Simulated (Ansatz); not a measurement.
**Which is lower?**

Two relaxed structures of BSiH₄, doublet (PBE0-D4/def2-TZVP; forces vanish, vibrations not checked).

A:

B1  (1.043, -0.680, 0.893)
Si2  (0.049, 0.633, -0.098)
H3  (1.528, -1.610, 0.322)
H4  (1.169, -0.559, 2.074)
H5  (-0.177, 0.594, -1.564)
H6  (-0.600, 1.829, 0.495)
(Å)

B:

| atom | x (Å) | y (Å) | z (Å) |
| --- | --- | --- | --- |
| B1 | -0.5215 | 0.4190 | 0.0165 |
| Si2 | 0.8866 | -0.5679 | 0.8676 |
| H3 | 1.2344 | -1.8692 | 0.1952 |
| H4 | -1.2888 | -0.3092 | -0.5470 |
| H5 | 0.6721 | 0.2955 | -0.5937 |
| H6 | -0.7268 | 1.5650 | 0.2610 |

Program: Ansatz 0.2.0. Basis: def2-TZVPP. Cores are frozen in the correlated methods; orbitals are unrestricted. B3LYP uses VWN-RPA correlation.

Problem. Which structure is lower at CCSD(T), and by how much? (An estimate is asked for; the value comes from the calculation.)

Solution. Computed: A, by 50.4 kJ/mol (electronic energy, against the other). By their contacts, A is BSiH₄ ([BH2][SiH2]) and B is BSiH₄ ([H]1[BH2][SiH]1).

All methods give the same order:

```csv
method,E(B) − E(A) (kJ/mol)
PBE-D4,34.9
r2SCAN-D4,45.9
PBE0-D4,44.3
B3LYP-D4,51.3
wB97M-V,48.4
HF,84.8
MP2,53.4
CCSD,56.2
CCSD(T),50.4
```

T1 diagnostic: at most 0.023. ⟨S²⟩ of the unrestricted Hartree–Fock references: 0.76 to 0.79 (a pure state has 0.75).

Labels in which every atom is bracketed show which atoms are joined, not bond orders.

For scale, one of the runs: CCSD(T)/def2-TZVPP, 129 basis functions, launched by `ansatz run in.yaml --threads 2 --pin off --events-out ev --progress --plain --max-ram 4352MiB`. Hardware: 2 CPU threads of an Arm Neoverse V2, shared host. Wall time 11 s; peak host memory 1.2 GiB.
